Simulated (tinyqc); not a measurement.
RHF in the sto-3g basis, for BH2+, spin multiplicity 1, step by step. One step of it, computed by the program tinyqc.

Question. Iteration 2: building the Fock matrix. J_ij = sum D_kl (ij|kl), K_ij = sum D_kl (ik|jl); F = H + J - 0.5 K; E = tr D H + tr D J / 2 - 0.25 tr D K + E_nn.

D after iteration 1:
```
            1B 1s      1B 2s    1B 2px     1B 2py     1B 2pz      2H 1s      3H 1s
1B 1s    2.075362  -0.264671  0.000000   0.000000  -0.080446  -0.151574  -0.151574
1B 2s   -0.264671   0.991960  0.000000   0.000000   0.237719   0.414111   0.414111
1B 2px   0.000000   0.000000  0.000000   0.000000   0.000000   0.000000   0.000000
1B 2py   0.000000   0.000000  0.000000   0.725127   0.000000   0.462123  -0.462123
1B 2pz  -0.080446   0.237719  0.000000   0.000000   0.057113   0.099589   0.099589
2H 1s   -0.151574   0.414111  0.000000   0.462123   0.099589   0.468230  -0.120791
3H 1s   -0.151574   0.414111  0.000000  -0.462123   0.099589  -0.120791   0.468230
```

core Hamiltonian H = T + V (hartree):
```
             1B 1s      1B 2s     1B 2px     1B 2py     1B 2pz      2H 1s      3H 1s
1B 1s   -13.078879  -3.391424   0.000000   0.000000  -0.009911  -0.531671  -0.531671
1B 2s    -3.391424  -4.158445   0.000000   0.000000  -0.093541  -1.371109  -1.371109
1B 2px    0.000000   0.000000  -3.304040   0.000000   0.000000   0.000000   0.000000
1B 2py    0.000000   0.000000   0.000000  -3.457251   0.000000  -1.233119   1.233119
1B 2pz   -0.009911  -0.093541   0.000000   0.000000  -3.327935  -0.499394  -0.499394
2H 1s    -0.531671  -1.371109   0.000000  -1.233119  -0.499394  -2.552870  -0.166290
3H 1s    -0.531671  -1.371109   0.000000   1.233119  -0.499394  -0.166290  -2.552870
```

Two-electron integrals (ij|kl) in chemists' order, unique and non-zero (hartree):
```
(11|11) 2.923513    (21|11) 0.518376    (21|21) 0.109262    (22|11) 0.744229
(22|21) 0.193177    (22|22) 0.544804    (31|31) 0.020264    (32|31) 0.029996
(32|32) 0.120346    (33|11) 0.742491    (33|21) 0.193240    (33|22) 0.544682
(33|33) 0.586773    (41|41) 0.020264    (42|41) 0.029996    (42|42) 0.120346
(43|43) 0.031630    (44|11) 0.742491    (44|21) 0.193240    (44|22) 0.544682
(44|33) 0.523513    (44|44) 0.586773    (51|51) 0.020264    (52|51) 0.029996
(52|52) 0.120346    (53|53) 0.031630    (54|54) 0.031630    (55|11) 0.742491
(55|21) 0.193240    (55|22) 0.544682    (55|33) 0.523513    (55|44) 0.523513
(55|55) 0.586773    (61|11) 0.079828    (61|21) 0.016777    (61|22) 0.029798
(61|33) 0.029659    (61|41) 0.001105    (61|42) 0.002054    (61|44) 0.030034
(61|51) 0.000436    (61|52) 0.000811    (61|54) 0.000148    (61|55) 0.029718
(61|61) 0.002654    (62|11) 0.208479    (62|21) 0.055048    (62|22) 0.172858
(62|33) 0.167771    (62|41) 0.005608    (62|42) 0.035400    (62|44) 0.180827
(62|51) 0.002215    (62|52) 0.013980    (62|54) 0.005156    (62|55) 0.169808
(62|61) 0.009027    (62|62) 0.078461    (63|31) 0.005280    (63|32) 0.025241
(63|43) 0.006452    (63|53) 0.002548    (63|63) 0.008188    (64|11) 0.187549
(64|21) 0.050148    (64|22) 0.166142    (64|33) 0.157404    (64|41) 0.009633
(64|42) 0.056009    (64|44) 0.181664    (64|51) 0.001719    (64|52) 0.012151
(64|54) 0.007033    (64|55) 0.159176    (64|61) 0.008583    (64|62) 0.088054
(64|64) 0.104997    (65|11) 0.074067    (65|21) 0.019804    (65|22) 0.065613
(65|33) 0.062162    (65|41) 0.001719    (65|42) 0.012151    (65|44) 0.066647
(65|51) 0.005959    (65|52) 0.030040    (65|54) 0.008223    (65|55) 0.067957
(65|61) 0.003390    (65|62) 0.034774    (65|64) 0.038232    (65|65) 0.023287
(66|11) 0.376258    (66|21) 0.101139    (66|22) 0.360399    (66|33) 0.339572
(66|41) 0.011832    (66|42) 0.100795    (66|44) 0.393209    (66|51) 0.004673
(66|52) 0.039806    (66|54) 0.021182    (66|55) 0.347937    (66|61) 0.016829
(66|62) 0.214731    (66|64) 0.260872    (66|65) 0.103023    (66|66) 0.774606
(71|11) 0.079828    (71|21) 0.016777    (71|22) 0.029798    (71|33) 0.029659
(71|41) -0.001105   (71|42) -0.002054   (71|44) 0.030034    (71|51) 0.000436
(71|52) 0.000811    (71|54) -0.000148   (71|55) 0.029718    (71|61) 0.002524
(71|62) 0.008167    (71|64) 0.007141    (71|65) 0.003081    (71|66) 0.014925
(71|71) 0.002654    (72|11) 0.208479    (72|21) 0.055048    (72|22) 0.172858
(72|33) 0.167771    (72|41) -0.005608   (72|42) -0.035400   (72|44) 0.180827
(72|51) 0.002215    (72|52) 0.013980    (72|54) -0.005156   (72|55) 0.169808
(72|61) 0.008167    (72|62) 0.047747    (72|64) 0.040785    (72|65) 0.020678
(72|66) 0.097061    (72|71) 0.009027    (72|72) 0.078461    (73|31) 0.005280
(73|32) 0.025241    (73|43) -0.006452   (73|53) 0.002548    (73|63) 0.004377
(73|73) 0.008188    (74|11) -0.187549   (74|21) -0.050148   (74|22) -0.166142
(74|33) -0.157404   (74|41) 0.009633    (74|42) 0.056009    (74|44) -0.181664
(74|51) -0.001719   (74|52) -0.012151   (74|54) 0.007033    (74|55) -0.159176
(74|61) -0.007141   (74|62) -0.040785   (74|64) -0.031750   (74|65) -0.017393
(74|66) -0.081019   (74|71) -0.008583   (74|72) -0.088054   (74|74) 0.104997
(75|11) 0.074067    (75|21) 0.019804    (75|22) 0.065613    (75|33) 0.062162
(75|41) -0.001719   (75|42) -0.012151   (75|44) 0.066647    (75|51) 0.005959
(75|52) 0.030040    (75|54) -0.008223   (75|55) 0.067957    (75|61) 0.003081
(75|62) 0.020678    (75|64) 0.017393    (75|65) 0.013135    (75|66) 0.043641
(75|71) 0.003390    (75|72) 0.034774    (75|74) -0.038232   (75|75) 0.023287
(76|11) 0.023647    (76|21) 0.006220    (76|22) 0.019317    (76|33) 0.018866
(76|44) 0.019580    (76|51) 0.000455    (76|52) 0.002795    (76|55) 0.019488
(76|61) 0.000975    (76|62) 0.006970    (76|64) 0.006893    (76|65) 0.003393
(76|66) 0.016455    (76|71) 0.000975    (76|72) 0.006970    (76|74) -0.006893
(76|75) 0.003393    (76|76) 0.000806    (77|11) 0.376258    (77|21) 0.101139
(77|22) 0.360399    (77|33) 0.339572    (77|41) -0.011832   (77|42) -0.100795
(77|44) 0.393209    (77|51) 0.004673    (77|52) 0.039806    (77|54) -0.021182
(77|55) 0.347937    (77|61) 0.014925    (77|62) 0.097061    (77|64) 0.081019
(77|65) 0.043641    (77|66) 0.203622    (77|71) 0.016829    (77|72) 0.214731
(77|74) -0.260872   (77|75) 0.103023    (77|76) 0.016455    (77|77) 0.774606
```

nuclear repulsion = 3.99264936 hartree

Give: Coulomb J; exchange K; Fock matrix F; total energy of this density.

Answer.

Coulomb J (hartree):
```
         1B 1s   1B 2s  1B 2px   1B 2py  1B 2pz   2H 1s    3H 1s
1B 1s   8.1318  1.6356  0.0000   0.0000  0.0242  0.2533   0.2533
1B 2s   1.6356  3.3431  0.0000   0.0000  0.1461  1.0959   1.0959
1B 2px  0.0000  0.0000  3.2775   0.0000  0.0000  0.0000   0.0000
1B 2py  0.0000  0.0000  0.0000   3.4415  0.0000  1.0716  -1.0716
1B 2pz  0.0242  0.1461  0.0000   0.0000  3.2978  0.4443   0.4443
2H 1s   0.2533  1.0959  0.0000   1.0716  0.4443  2.4559   0.1218
3H 1s   0.2533  1.0959  0.0000  -1.0716  0.4443  0.1218   2.4559
```

exchange K (hartree):
```
          1B 1s   1B 2s  1B 2px   1B 2py   1B 2pz   2H 1s    3H 1s
1B 1s    5.9007  1.0812  0.0000   0.0000  -0.0025  0.1711   0.1711
1B 2s    1.0812  1.1450  0.0000   0.0000   0.2827  0.6035   0.6035
1B 2px   0.0000  0.0000  0.2285   0.0000   0.0000  0.0000   0.0000
1B 2py   0.0000  0.0000  0.0000   1.1044   0.0000  0.5988  -0.5988
1B 2pz  -0.0025  0.2827  0.0000   0.0000   0.3091  0.2102   0.2102
2H 1s    0.1711  0.6035  0.0000   0.5988   0.2102  0.9653   0.0483
3H 1s    0.1711  0.6035  0.0000  -0.5988   0.2102  0.0483   0.9653
```

Fock matrix F (hartree):
```
          1B 1s    1B 2s   1B 2px   1B 2py   1B 2pz    2H 1s    3H 1s
1B 1s   -7.8975  -2.2964   0.0000   0.0000   0.0156  -0.3640  -0.3640
1B 2s   -2.2964  -1.3878   0.0000   0.0000  -0.0888  -0.5770  -0.5770
1B 2px   0.0000   0.0000  -0.1407   0.0000   0.0000   0.0000   0.0000
1B 2py   0.0000   0.0000   0.0000  -0.5679   0.0000  -0.4609   0.4609
1B 2pz   0.0156  -0.0888   0.0000   0.0000  -0.1847  -0.1602  -0.1602
2H 1s   -0.3640  -0.5770   0.0000  -0.4609  -0.1602  -0.5796  -0.0686
3H 1s   -0.3640  -0.5770   0.0000   0.4609  -0.1602  -0.0686  -0.5796
```

total energy of this density = -25.100339 hartree
